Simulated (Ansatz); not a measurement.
We consider antiferromagnetic (type II) rock-salt MnS, described by r²SCAN in Ansatz (plane waves, PAW).

Numerical settings: plane-wave cutoff 560 eV, 10×10×10 k mesh, Fermi–Dirac smearing 0.01 eV, spin-polarised with opposed moments, scalar-relativistic PAW data made under PBE.

Response to compression and expansion (c/a stays at 2.433):

Shape and atoms are relaxed at each volume.

```csv
V (Å³/atom),P (GPa),direct gap at Γ (eV),smallest gap on the k mesh (eV)
16.565,3.69,3.456,1.555
16.910,1.75,3.470,1.632
17.256,0.00,3.483,1.705
17.601,-1.60,3.494,1.776
17.946,-3.05,3.504,1.839
```

The fundamental gap (1.71 eV at the equilibrium volume, with added k points) lies elsewhere than Γ–Γ.

Note: the bulk modulus comes from volumes at which shape and atoms were relaxed.

Ansatz is a first-principles code.
